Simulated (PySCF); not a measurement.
## Computed data sheet: `[C@@H]1(OC=O)C=N1`

C3H3NO2.
Z-matrix (Å and degrees, PBE0-D3(BJ)/def2-SVP geometry), rows numbered from 1:
```
O 
C   1  1.1975
O   2  1.3347  1  126.11
C   3  1.4070  2  119.18  1    -1.64
C   4  1.4283  3  122.73  2   -20.82
N   5  1.2601  4   66.45  3  -100.63
H   2  1.1092  1  124.87  3   179.84
H   4  1.0944  3  108.96  2   139.82
H   5  1.0908  4  153.23  6   177.26
```

Structural features include: ester and three-membered ring with nitrogen.

**PBE0-D3(BJ)/def2-SVP geometry optimisation, gas phase (PySCF)**

```
Point group                  : C1
Rotational constants A, B, C : 8.248, 3.507, 2.739 GHz
```

From wB97X-D/def2-SVPD ground state, ΔSCF and vertical TDDFT (core frozen in the response) (PySCF):

```
Dipole moment                                                     : 1.69 D
HOMO energy                                                       : -10.17 eV
LUMO energy                                                       : 1.01 eV
HOMO–LUMO gap                                                     : 11.18 eV
Lowest singlet excitation                                         : 5.38 eV (230 nm, f = 0.000)
Strongest line among the 10 lowest singlet transitions            : S4 at 7.32 eV (169 nm, f = 0.087)
Lowest triplet excitation (Tamm–Dancoff)                          : 4.69 eV
Static isotropic polarisability                                   : 44.9 au
Vertical ionisation energy                                        : 10.64 eV
Electronic spatial extent ⟨r²⟩ about the centre of nuclear charge : 452 bohr²
```

From PBE0/pcSseg-1 ground state and GIAO shieldings, non-relativistic (PySCF):

```
Lowest Hirshfeld atomic charge                              : -0.24 e on O1
Highest Hirshfeld atomic charge                             : +0.18 e on C2
13C chemical shifts (computed TMS as zero) by class         : 179.7 (C5), 165.1 (C2), 53.7 (C4) ppm
1H chemical shifts (computed TMS as zero) by class          : 10.50 (H9), 7.66 (H7), 3.98 (H8) ppm
Isotropic shieldings of nuclei other than C and H, by class : -88 (N6), -119 (O1), 92 (O3) ppm
Mayer bond orders between heavy atoms                       : O1–C2 1.94, C2–O3 1.11, O3–C4 0.87, C4–C5 1.01, C5–N6 1.75, N6–C4 0.98
```

B3LYP/pcJ-1 indirect spin-spin coupling, non-relativistic, gas phase (PySCF):

```
Largest of the computed one-bond spin–spin couplings (means over like bonds) : 13C–1H +268.8 (C5–H9), 13C–1H +239.6 (C4–H8), 13C–1H +237.0 (C2–H7), 17O–13C +40.8 (O3–C2), 13C–13C +38.6 (C4–C5), 17O–13C +29.9 (O3–C4), 17O–13C +27.8 (O1–C2), 15N–13C +15.3 (N6–C4) Hz
```

Monoisotopic mass (most abundant isotopes): 85.0164 u.

The polarisability is 6.66 Å³ as a volume (1 au = 0.148185 Å³), or 1.02 au for each of the 44 electrons. In atomic units the dipole is 0.66 e·bohr (1 au = 2.5417 D). The principal polarisabilities are 36.1, 47.8 and 50.9 au; their mean is the isotropic value. The largest Löwdin shares of the HOMO are 0.37 on N6, 0.23 on C4, 0.16 on C5 and 0.14 on O3. The vertical singlet–triplet gap S1 − T1 is 0.69 eV (TDDFT singlet less Tamm–Dancoff triplet; S1: HOMO→LUMO, weight 0.97; T1: HOMO→LUMO, weight 0.92). S1 lies 5.80 eV below the HOMO–LUMO gap; its leading configuration is HOMO→LUMO, weight 0.97. The ΔSCF ionisation energy exceeds −ε(HOMO) by 0.47 eV with wB97X-D.

One conformer stands for the species.
